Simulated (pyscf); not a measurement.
Single points on ωB97X-D3(BJ)/def2-SVP structures (PySCF, gas phase).

**Question.** O=Zr(OH)–OH + hydrogen (H₂) → HO–ZrH(OH)–OH
Surface: singlet. Broken: H–H. Formed: H–O, H–Zr. Give ΔE‡ and ΔE from ωB97M-D3(BJ)/def2-TZVP, relative to the separated reactants.

**Answer.** ΔE‡ = 0.03 eV, ΔE = -1.56 eV. Zero-point energy shifts the barrier by +0.11 eV. It is an addition across a multiple bond or ene-type step, with an imaginary mode of 1066i cm⁻¹. On the reactant side the descent ends in an adduct with a H–Zr contact, 0.36 eV under the separated species and 0.35 eV under the saddle at ωB97X-D3(BJ)/def2-TZVP. One saddle was located; it need not be the lowest between these sides. Elements past Kr carry the def2 core potentials, without spin-orbit coupling.
